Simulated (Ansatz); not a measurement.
C₂H₆Si⁻, that is SiMe2 with one electron more. Total charge -1; doublet. Geometry B3LYP-D4/def2-TZVP, that of the neutral singlet; atoms count from 1.

```csv
atom,x (Å),y (Å),z (Å)
Si1,1.0141,0.7057,-0.4128
C2,0.0380,0.7479,1.2244
H3,0.1245,-0.2214,1.7317
H4,-1.0313,0.8988,1.0326
H5,0.3806,1.5240,1.9091
C6,0.0359,-0.6986,-1.2532
H7,-1.0101,-0.3906,-1.3798
H8,0.0170,-1.5940,-0.6204
H9,0.4313,-0.9719,-2.2317
```

The highest occupied level of the charge -1 doublet lies above zero (up to 1.39 eV). Its loss leaves the charge 0 singlet, which lies 0.45 eV higher (vertical, at PBE0-D4/def2-TZVPD), but this difference is unsure: the singlet is doubtful (at the level of its geometry, restricted singlet, unstable towards broken spin symmetry at other levels and untested here).

(1) Estimate the Mulliken populations from the PBE0/def2-TZVPD orbitals of Ansatz.

(2) Where does the spin sit?

(3) And the Mayer bond orders between bonded heavy atoms (over 0.3)?

Results:

(1) 
| atom | charge (e) | spin (α − β) |
| --- | --- | --- |
| Si1 | -0.83 | 1.08 |
| C2 | -0.60 | -0.10 |
| H3 | 0.14 | 0.04 |
| H4 | 0.15 | 0.04 |
| H5 | 0.22 | -0.02 |
| C6 | -0.60 | -0.10 |
| H7 | 0.14 | 0.04 |
| H8 | 0.15 | 0.03 |
| H9 | 0.22 | -0.02 |
Mulliken values and Mayer orders depend strongly on the basis. With diffuse functions, as here, like atoms can get unlike values, and bond orders can come out too low or too high.

(2) Summed by element: Si 1.08, C -0.20, H 0.12, of 1 unpaired in all. Largest on single atoms: Si1 1.08, C6 -0.10, C2 -0.10.

(3) Si1–C2 0.73 (1.91 Å); Si1–C6 0.73 (1.91 Å).
